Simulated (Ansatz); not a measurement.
Compare A (`C=COCO`) with its isomer B (`O[C@@H]1C[C@@H]1O`).

Calculated with Ansatz (gas phase, PBE0-D4/def2-TZVP geometries, no zero-point term in ΔE). CCSD(T)/CBS is the MP2 limit (def2-TZVPP, def2-QZVPP) plus CCSD(T) − MP2 in def2-TZVPP, frozen cores. DFT in def2-TZVPP. B3LYP here is the variant with VWN-RPA as its local correlation; programs differ in this. One conformer a species, not always the lowest.

(1) Which isomer does CCSD(T)/CBS put lower? Give the gap. (Best estimate.)

(2) Give E(B) − E(A) in kcal/mol with B2PLYP, B3LYP, ωB97M-V, r2SCAN-D4, PBE-D4, PBE0-D4, CCSD(T)/def2-TZVPP. (Estimate.)

Largest T1 diagnostic: 0.012.

Results:

(1) The calculation gave: A, by 6.2 kcal/mol.

(2) Computed: B2PLYP 8.1, B3LYP 9.3, ωB97M-V 4.8, r2SCAN-D4 6.0, PBE-D4 5.1, PBE0-D4 3.0, CCSD(T)/def2-TZVPP 6.5. None reverses the order clearly.

From PBE to PBE0 (25 % exact exchange), in def2-TZVPP and without D4, E(B) − E(A) moves by −2.1 kcal/mol. In def2-TZVPP, CCSD(T) changes the Hartree–Fock value by −4.3 kcal/mol (the triples alone add +0.4 kcal/mol) and MP2 by −6.7 kcal/mol.
